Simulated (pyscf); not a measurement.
# Hydrogen shift: [H₂As–InH]• → •HAs–InH₂

Gas phase, doublet surface, charge 0. Bonds broken: As2–H3. Bonds formed: In1–H3. Structures and frequencies: ωB97X-D3(BJ)/def2-SVP in PySCF. Correlated levels are frozen-core, on RHF or UHF. ΔMP2 is the change of the MP2 total energy from the triple- to the quadruple-zeta basis.

Transition state (Å):

```xyz
5

In    -0.1282    -0.7399     0.2782
As    -1.9579     0.8841     0.7751
H     -2.0154    -1.0981     0.4861
H     -2.6110     0.6788    -0.5898
H      0.7459    -2.1163    -0.1943
```

One imaginary mode, 1405i cm⁻¹; descent along it reached the two sides named.

```json
[
 {"bond": "As2–H3", "change": "breaks", "reactant side (Å)": "1.511", "saddle": "2.004", "product side": "3.8"},
 {"bond": "In1–H3", "change": "forms", "reactant side (Å)": "3.0", "saddle": "1.932", "product side": "1.729"}
]
```

Electronic energies relative to the reactant's lowest minimum found (kcal/mol):

| level | barrier | reaction energy | reverse barrier |
|---|---|---|---|
| ωB97X-D3(BJ)/def2-TZVP | 39.8 | +6.0 | 33.7 |
| PBE/def2-TZVP | 32.3 | +9.6 | 22.7 |
| r²SCAN/def2-TZVP | 34.6 | +8.2 | 26.4 |
| B3LYP-D3(BJ)/def2-TZVP | 36.9 | +8.8 | 28.1 |
| PBE0-D3(BJ)/def2-TZVP | 35.9 | +8.0 | 28.0 |
| M06-2X/def2-TZVP | 38.3 | +6.9 | 31.5 |
| ωB97M-D3(BJ)/def2-TZVP | 38.6 | +5.8 | 32.8 |
| HF/def2-TZVP | 48.1 | +1.9 | 46.2 |
| MP2/def2-QZVPP | 39.0 | +7.6 | 31.5 |
| CCSD/def2-TZVPP | 39.3 | +5.7 | 33.5 |
| CCSD(T)/def2-TZVPP | 37.2 | +6.4 | 30.7 |
| CCSD(T)/def2-TZVPP + ΔMP2(QZVPP) | 36.5 | +6.8 | 29.7 |

With CCSD(T)/def2-TZVPP + ΔMP2(QZVPP) energies and thermal terms (ideal gas, 1 atm, RRHO with modes under 100 cm⁻¹ raised to 100, one conformer, R ln 2 for rigid chiral ones), in kcal/mol:

```tsv
T (K)	ΔH‡	ΔG‡	ΔH	ΔG
298	34.4	35.2	+5.9	+6.0
600	34.1	36.2	+6.1	+6.1
900	33.7	37.3	+6.2	+6.0
1200	33.3	38.6	+6.3	+5.9
```

The same reactants have a lower exit, to [HAs=In]• + H₂ (barrier +28.0 kcal/mol at ωB97M-D3(BJ), against +38.6 kcal/mol here). One saddle was located; it need not be the lowest between these sides. The CCSD(T) − MP2 part came from Ansatz, without density fitting, on the same reference. The frozen core leaves the outer d or s,p core shells of the metals and heavy elements correlated in the MP2 and CC values, and def2-TZVPP describes them poorly, which can shift differences by a few kcal/mol. Elements up to Kr have no core potential and no relativistic terms here. Elements past Kr carry the def2 core potentials, without spin-orbit coupling.
